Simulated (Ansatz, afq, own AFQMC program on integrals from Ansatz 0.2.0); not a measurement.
## Where AFQMC and coupled cluster stand for Cl, doublet

A free Cl atom.

Basis cc-pVTZ. Only valence electrons are correlated. Ansatz 0.2.0 and our own AFQMC program on the same integrals; the CISD trial comes from CCSD amplitudes, and released means the phaseless constraint is let go. Error bars are statistical, one sigma.

Determinant: UHF, the one that the program's search chose, which needn't be the lowest solution.

No full CI on the walks' own integrals is used here; CCSDTQ serves as the reference and is uncertain by about the last step of the cluster series.

Cautions: the ph-AFQMC/CISD walk drifts between its halves (2.1 errors).

```
T1 diagnostic                               : 0.0070
weight of the determinant in the CISD state : 0.932
⟨S²⟩ of the determinant                     : 0.759
size of the correlated space                : 7 electrons in 29 orbitals
```

Reference: CCSDTQ, correlation energy -5.093 eV. The released energy is read at 1.50 1/Eh (meV from the phaseless value at times in 1/Eh: -0.5 ± 1.6 at 0.24, -2.3 ± 1.6 at 0.50, -3.1 ± 1.1 at 1.00, -0.7 ± 1.4 at 1.50).

```json
{"level": "HF", "E − E(reference) (mEh)": "187.16", "share of correlation (%)": "0.00"}
{"level": "MP2", "E − E(reference) (mEh)": "29.23", "share of correlation (%)": "84.38"}
{"level": "CCSD", "E − E(reference) (mEh)": "6.31", "share of correlation (%)": "96.63"}
{"level": "CCSD(T)", "E − E(reference) (mEh)": "0.79", "share of correlation (%)": "99.58"}
{"level": "CCSDT", "E − E(reference) (mEh)": "0.16", "share of correlation (%)": "99.92"}
{"level": "CCSDT(Q)", "E − E(reference) (mEh)": "0.01", "share of correlation (%)": "100.00"}
{"level": "ph-AFQMC/HF", "E − E(reference) (mEh)": "3.40 ± 0.48", "share of correlation (%)": "98.18"}
{"level": "ph-AFQMC/CISD", "E − E(reference) (mEh)": "0.17 ± 0.06", "share of correlation (%)": "99.91"}
{"level": "released AFQMC", "E − E(reference) (mEh)": "0.14 ± 0.05", "share of correlation (%)": "99.92"}
```

CCSDT and higher add their correlation energy to the determinant of the CCSD(T) run, since their own runs factorise the integrals more tightly (a shift of under 2 meV). A walk keeps the symmetry of its determinant, which the program's search chose and which needn't be the lowest solution, so a lower state of the same spin and another symmetry isn't excluded. Released energies are given only where the last usable release times agree within the noise; a slower fall can still hide under it.
